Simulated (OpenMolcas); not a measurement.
# SO2 (sulfur dioxide): MP2/ANO-RCC-VTZP (DKH4)

What is the energy change on altering one bond length of SO2 (sulfur dioxide) at MP2/ANO-RCC-VTZP (DKH4)? 

Program for the calculation: OpenMolcas 26.06.

## Step 1: The molecule

SO2 has 3 atoms, charge 0, and is taken as a singlet. SMILES: `O=S=O`. The coordinates come from a GFN2-xTB relaxation.

Bond lengths: O1–S2 1.434 Å, S2–O3 1.434 Å. Angles: O1–S2–O3 116.4°.

## Step 2: Energy and forces at MP2/ANO-RCC-VTZP (DKH4)

File job.inp:

```
* O2S MP2
&GATEWAY
Coord
3
angstrom
O       -0.970250       0.629650      -0.459050
S        0.280030       0.371410       0.194090
O        0.690220      -1.001060       0.264960
Basis=ANO-RCC-VTZP
Group=NoSym
&SEWARD
Relativistic=R04O02
Expert
&SCF
PrOrbitals=0
&MBPT2
Frozen=7
Grdt
&ALASKA
```

Run with:

```
$ export MOLCAS_MEM=1860
$ pymolcas job.inp > job.log
```

Log:

```text
--- Start Module: gateway ---
[...]
--- Stop Module: gateway /rc=_RC_ALL_IS_WELL_ ---
[...]
 ###    WARNING:  EXPERT option is ON!                                       ###
 ###############################################################################
               SEWARD will generate:
[...]
      Basis functions           94
[...]
       Convergence after  11 Iterations
[...]
::    Total SCF energy                               -548.5000889052
[...]
      Total spin, S                                     0.0000000000
[...]
      Total electronic charge=   32.000000
      Total            charge=   -0.000000
[...]
--- Start Module: mbpt2 ---
[...]
WARNING!
Default frozen orbitals as non valence orbitals is overwritten by user input.
Default values:   7
[...]
       Reference weight ( Cref**2 )         =        0.83296
::    Total MBPT2 energy                             -549.1564093044
[...]
      Dipole Moment (debye):
      Origin of the operator (angstrom)=    0.0699    0.0928    0.0485
                   X=  9.4945E-01               Y=  1.2600E+00               Z=  6.5815E-01           Total=  1.7095E+00
      Quadrupole Moment (debye*angstrom):
[...]
      Total MBPT2 calculations                           5.80      8.22
--- Stop Module: mbpt2 /rc=_RC_ALL_IS_WELL_ ---
[...]
--- Start Module: alaska ---
[...]
 *              Molecular gradients               *
 **************************************************
  Irreducible representation: a
 ------------------------------------------------------------------------------------------
                              X                       Y                       Z
 ------------------------------------------------------------------------------------------
  O1                2.38836498522517E-02   -1.31616669356882E-02    1.15603127191637E-02
  S2               -8.98389557801771E-03   -1.16071282781434E-02   -6.19243018031490E-03
  O3               -1.48997542742100E-02    2.47687952137738E-02   -5.36788253883258E-03
 ------------------------------------------------------------------------------------------
--- Stop Module: alaska /rc=_RC_ALL_IS_WELL_ ---
[...]
```

It took 63 s on 1 thread of Intel Xeon Platinum 8488C (Sapphire Rapids), shared host; peak memory 0.56 GiB.

## Step 3: The distorted shape, same level

File job.inp:

```
>>> EXPORT MOLCAS_PRINT=2
&GATEWAY
COORD
3
angstrom
O       -2.220542       0.887892      -1.112196
S        0.280030       0.371410       0.194090
O        0.690220      -1.001060       0.264960
BASIS=ANO-RCC-VTZP
GROUP=NoSym
&SEWARD
RELATIVISTIC=R04O02
EXPERT
&SCF
PRORBITALS=0
&MBPT2
FROZEN=7
GRDT
&ALASKA
```

Run with:

```
$ export MOLCAS_MEM=1860
$ pymolcas job.inp > job.log
```

Log:

```text
--- Start Module: gateway ---
[...]
--- Stop Module: gateway /rc=_RC_ALL_IS_WELL_ ---
[...]
 ###    WARNING:  EXPERT option is ON!                                       ###
 ###############################################################################
               SEWARD will generate:
[...]
      Basis functions           94
[...]
       Convergence after  21 Iterations
[...]
::    Total SCF energy                               -548.2302748113
[...]
      Total spin, S                                     0.0000000000
[...]
      Total electronic charge=   32.000000
      Total            charge=   -0.000000
[...]
--- Start Module: mbpt2 ---
[...]
WARNING!
Default frozen orbitals as non valence orbitals is overwritten by user input.
Default values:   7
[...]
       Reference weight ( Cref**2 )         =        0.85202
::    Total MBPT2 energy                             -548.7929484185
[...]
      Dipole Moment (debye):
      Origin of the operator (angstrom)=   -0.2427    0.1574   -0.1148
                   X= -1.9247E-01               Y=  1.1579E+00               Z=  2.3979E-02           Total=  1.1740E+00
      Quadrupole Moment (debye*angstrom):
[...]
      Total MBPT2 calculations                           5.28      6.86
--- Stop Module: mbpt2 /rc=_RC_ALL_IS_WELL_ ---
[...]
--- Start Module: alaska ---
[...]
 *              Molecular gradients               *
 **************************************************
  Irreducible representation: a
 ------------------------------------------------------------------------------------------
                              X                       Y                       Z
 ------------------------------------------------------------------------------------------
  O1               -5.37655830629635E-03    1.00758140042934E-03   -2.82014859811142E-03
  S2                3.09731155325519E-02   -8.60214240947741E-02    7.31278862364215E-03
  O3               -2.55965572262653E-02    8.50138426942664E-02   -4.49264002552163E-03
 ------------------------------------------------------------------------------------------
--- Stop Module: alaska /rc=_RC_ALL_IS_WELL_ ---
[...]
```

Run time: 52 s. Hardware: 1 thread of Intel Xeon Platinum 8488C (Sapphire Rapids), shared host; peak memory 0.56 GiB.

## Step 4: Results

Level: MP2/ANO-RCC-VTZP (DKH4), 7 core orbitals frozen.

| quantity | value |
| --- | --- |
| first shape: total energy | -549.15641 Eh |
| first shape: dipole moment (mean-field density) | 2.23 D |
| first shape: HOMO energy (Hartree–Fock orbitals) | -13.61 eV |
| first shape: LUMO energy (Hartree–Fock orbitals) | 0.20 eV |
| first shape: HOMO–LUMO gap (Hartree–Fock orbitals) | 13.81 eV |
| first shape: correlation energy (7 core orbitals frozen) | -656.3 mEh |
| first shape: largest force on an atom | 1.523 eV/Å |
| distorted shape: total energy | -548.79295 Eh |
| distorted shape: dipole moment (mean-field density) | 1.74 D |
| distorted shape: HOMO energy (Hartree–Fock orbitals) | -9.50 eV |
| distorted shape: LUMO energy (Hartree–Fock orbitals) | -1.13 eV |
| distorted shape: HOMO–LUMO gap (Hartree–Fock orbitals) | 8.37 eV |
| distorted shape: correlation energy (7 core orbitals frozen) | -562.7 mEh |
| distorted shape: largest force on an atom | 4.716 eV/Å |
| energy change with the O1–S2 bond stretched from 1.434 to 2.868 Å | 9.890 eV |

One bond (distorted shape) is far stretched, which a spin-restricted single reference describes badly; perturbation theory on it can break down and give far too much correlation. With the O1–S2 bond stretched from 1.434 to 2.868 Å the energy rises by 9.89 eV (954 kJ/mol). The first shape isn't relaxed at this level, so the change isn't measured from a minimum. A restricted reference can't describe the breaking bond well at this length. The largest force (first shape) is 1.52 eV/Å: the shape isn't a stationary point for this species at this level.
